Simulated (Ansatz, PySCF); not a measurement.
Species: CH3, charge 0, doublet. CH3 (SMILES [CH3], doublet).
B3LYP-D3(BJ)/def2-TZVP minimum from Ansatz (a quantum-chemistry and plane-wave program):
```xyz
4

C      0.0000     0.0000     0.0000
H      0.0036     1.0786    -0.0270
H      0.9326    -0.5425     0.0110
H     -0.9362    -0.5361     0.0160
```
Charge 0, spin multiplicity 2.

Total energies in hartree (Ansatz). UHF or UKS for unpaired electrons; spin-orbit terms are left out. Correlated methods leave the cores frozen. No relativity. For partners of very few electrons the exact lower level stands in for a higher one.

```csv
species,HF/cc-pVTZ,CCSD(T)/cc-pVTZ,HF/cc-pVQZ,CCSD(T)/cc-pVQZ,CCSDT(Q)/cc-pVQZ
"1: CH3 (SMILES [CH3], doublet)",-39.57748,-39.76098,-39.58026,-39.77245,-39.77302
2: C (triplet),-37.69157,-37.78076,-37.69331,-37.78654,-37.78704
3: H (doublet),-0.49981,-0.49981,-0.49995,-0.49995,-0.49995
```

### Question
Work out the enthalpy of formation at 298 K (by atomisation, with ideal-gas terms from PySCF's Hessian at B3LYP-D3(BJ)/def2-TZVP and the atoms' measured values of the G2/97 table; no spin-orbit terms) in kJ/mol: take Hartree-Fock from cc-pVQZ, extrapolate the CCSD(T) correlation energy as X^-3 (X = 3, 4), and add CCSDT(Q) - CCSD(T) in cc-pVQZ. The further terms named in the bracket sum to +0.54620 hartree. 1 hartree = 2625.5 kJ/mol.

### Answer

Species 1: correlation (64·(-0.19219) - 27·(-0.18350))/37 = -0.19853; step -0.00057; E1 = -39.58026 + (-0.19853) + (-0.00057) = -39.77936
Species 2: correlation (64·(-0.09323) - 27·(-0.08919))/37 = -0.09618; step -0.00050; E2 = -37.69331 + (-0.09618) + (-0.00050) = -37.78999
Species 3: correlation (64·(0.00000) - 27·(0.00000))/37 = 0.00000; step +0.00000; E3 = -0.49995 + (0.00000) + (+0.00000) = -0.49995
+1·E1 -1·E2 -3·E3 +0.54620 = 0.05668 hartree = 148.8 kJ/mol. Measured: 35.0 kcal/mol, 146.5 kJ/mol (Active Thermochemical Tables 1.112 (ions: stationary electron), as tabulated in the package chemicals); atomic spin-orbit terms, which the calculations lack, would raise the computed values. The composite differs from it by +2.3 kJ/mol; core, relativistic and spin-orbit terms are not in it.
